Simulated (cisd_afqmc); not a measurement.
Input (AFQMC/CISD/cc-pVTZ; cisd_afqmc is a phaseless AFQMC code with CISD trial states that reads the integrals written by Ansatz):

Ansatz 0.2 input:
```python
import cisd_afqmc

open("ham.yaml", "w").write("""\
crystal:
  periodic: [false, false, false]
  atoms:
    - {symbol: C, position_ang: [-0.00000000, -0.00000000, -0.62581248]}
    - {symbol: N, position_ang: [0.00000000, 0.00000000, 0.53641070]}
basis:
  gaussian:
    orbitals: cc-pVTZ
magnetization: {spin_polarized: true, initial_magnetization: 1}
correlation: {method: ccsd, electrons: outside_noble_gas, hamiltonian_folder: ham}
""")
rep = cisd_afqmc.ansatz("ham.yaml")
e_ccsd = rep["correlation"]["coupled_cluster"]["energy"]["hartree"]
out = cisd_afqmc.run("ham", e_ccsd, trial="CISD", walkers=100, populations=8, threads=8, dt=0.005, steps=40, early=24, settle=10, least=32,
    cut=5e-5, rank_cut=2e-4, target=0.0004, seconds=1500, seed=1, memory=17280, gpu=False)
```

Output:

```
orbitals 58, occupied [5, 4], factors 277 of 361, rank of the doubles 295 of 481
E(HF) = -92.235203
E(CCSD) on the cut factors = -92.547185, shift to the whole factors -0.000009
Energy of the trial state on the determinant = -92.547224
  tau behind 7.2 of longer steps, mean of the populations' last blocks
   2.0  -92.56432
   4.0  -92.56645
   6.0  -92.56875
   8.0  -92.56676
  10.0  -92.56593
  12.0  -92.56557
  14.0  -92.56919
  16.0  -92.56495
  18.0  -92.57149
  20.0  -92.56844
  22.0  -92.57357
  24.0  -92.56721
  26.0  -92.56529
  28.0  -92.56598
  30.0  -92.56926
  32.0  -92.56779
  34.0  -92.56655
  36.0  -92.56775
  38.0  -92.56783
  40.0  -92.56800
  42.0  -92.56781
  44.0  -92.56951
  46.0  -92.56756
  48.0  -92.57091
  50.0  -92.56815
  52.0  -92.57056
  54.0  -92.57227
  56.0  -92.56874
  58.0  -92.57231
  60.0  -92.56795
  62.0  -92.56734
blocks 2433 (1 outliers left out), error by blocks joined: 1: 0.00022, 2: 0.00027, 4: 0.00032, 8: 0.00037, 16: 0.00040
E(AFQMC/CISD) = -92.56828 +/- 0.00040
```

The determinant is spin-contaminated: <S^2> is 1.12, 0.37 over the pure value.
